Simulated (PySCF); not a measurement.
Homolysis of single bonds, series B SiH3-H. All species are isolated molecules in the gas phase. Strings in code marks are SMILES.

Calculation: PBE-D3(BJ)/def2-TZVP // M06-2X/def2-TZVP (PySCF). 

| species | highest occupied spin orbital (eV) | dipole moment (D) |
|---|---|---|
| radical fragment (`[SiH3]`) | -5.33 | 0.04 |
| radical fragment (`[SiH3][B][SiH3]`) | -4.53 | 0.11 |
| whole molecule (`[SiH3]B[SiH3]`) | – | 0.33 |
| radical fragment (`[BH][SiH3]`) | -4.76 | … |
| whole molecule (`B[SiH3]`) | – | 0.28 |
| radical fragment (`[BH2]`) | … | 0.50 |

### Question
Fill in the missing entries.

### Answer

- radical fragment (`[BH][SiH3]`), dipole moment (D): 0.42
- radical fragment (`[BH2]`), highest occupied spin orbital (eV): -4.96
